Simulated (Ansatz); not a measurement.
# C₄H₈ (singlet): the correlation ladder, cc-pVDZ

The task here is to estimate one member of a computed series from the others.

Computed with Ansatz 0.2.0, Gaussian basis. Level: cc-pVDZ, core rule «outside noble gas», up to 4 orbitals frozen.

To be run: UHF; CCSD(T) on RHF; CISD; CCSDT(Q) on RHF; CASSCF and MRCISD+Q, 8 electrons in 8 orbitals; CASSCF and NEVPT2, 8 electrons in 8 orbitals.

19 further runs of the same task are left out: 2 that didn't finish, 17 set aside as unsound or not needed.

## The geometry

The geometry is an MP2(full)/6-31G* stationary point (not a proven minimum).

12 atoms, charge 0, spin multiplicity 1.

Atoms are counted from 1 here; the program's logs count them from 0.

Bond lengths: C1–C2 1.339 Å, C1–H3 1.086 Å, C1–H4 1.086 Å, C2–C5 1.502 Å, C2–C9 1.502 Å, C5–H6 1.093 Å, C5–H7 1.096 Å, C5–H8 1.096 Å, C9–H10 1.093 Å, C9–H11 1.096 Å, C9–H12 1.096 Å. Angles: C2–C1–H3 121.6°, C2–C1–H4 121.6°, H3–C1–H4 116.7°, C1–C2–C5 122.1°, C1–C2–C9 122.1°, C5–C2–C9 115.8°, C2–C5–H6 111.6°, C2–C5–H7 110.8°, C2–C5–H8 110.8°, H6–C5–H7 108.3°, H6–C5–H8 108.3°, H7–C5–H8 106.9°, C2–C9–H10 111.6°, C2–C9–H11 110.8°, C2–C9–H12 110.8°, H10–C9–H11 108.3°, H10–C9–H12 108.3°, H11–C9–H12 106.9°.

The first run:

The input, in.yaml:

```yaml
crystal:
  periodic: [false, false, false]
  atoms:
    - {symbol: C, position_ang: [0.000000, 0.000000, 1.435341]}
    - {symbol: C, position_ang: [0.000000, 0.000000, 0.096122]}
    - {symbol: H, position_ang: [0.000000, 0.924302, 2.004943]}
    - {symbol: H, position_ang: [0.000000, -0.924302, 2.004943]}
    - {symbol: C, position_ang: [0.000000, 1.272683, -0.702269]}
    - {symbol: H, position_ang: [0.000000, 2.153042, -0.055054]}
    - {symbol: H, position_ang: [0.880211, 1.323542, -1.353058]}
    - {symbol: H, position_ang: [-0.880211, 1.323542, -1.353058]}
    - {symbol: C, position_ang: [0.000000, -1.272683, -0.702269]}
    - {symbol: H, position_ang: [0.000000, -2.153042, -0.055054]}
    - {symbol: H, position_ang: [-0.880211, -1.323542, -1.353058]}
    - {symbol: H, position_ang: [0.880211, -1.323542, -1.353058]}
basis:
  gaussian: {orbitals: cc-pVDZ}
magnetization: {spin_polarized: true, initial_magnetization: 0}
hamiltonian: {xc: hf}
output: {orbitals: {seedname: orbitals}}
```

The run is started by

```sh
ansatz run in.yaml --threads 1 --pin off --events-out ev --progress --plain --max-ram 4160MiB --backend cpu
```

Steps of the session up to this table: UHF; CCSD(T) on RHF; CISD; CCSDT(Q) on RHF; CASSCF and MRCISD+Q, 8 electrons in 8 orbitals; CASSCF and NEVPT2, 8 electrons in 8 orbitals.

One table of the session follows, with a row left open; its other results are not shown here.

```
           method  from RCCSDT(Q) (kcal/mol)
              RHF                          ?
             RMP2                     +47.82
             CISD                     +72.23
            RCCSD                     +13.85
         RCCSD(T)                      +1.37
           RCCSDT                      +0.78
        RCCSDT(Q)                          0
  CASSCF frontier                    +341.14
  NEVPT2 frontier                     +52.86
  MRCISD frontier                     +53.14
MRCISD+Q frontier                      +9.63
```

Estimate the missing values for RHF.

**Answer.** from RCCSDT(Q) (kcal/mol): +400.64. In the column «from RCCSDT(Q) (kcal/mol)» it is the highest.

With the free atoms at the same levels and basis (separate runs), the atomisation energy is 46.947 eV at RCCSDT(Q), 46.924 eV at RCCSD(T), 37.646 eV at RHF.
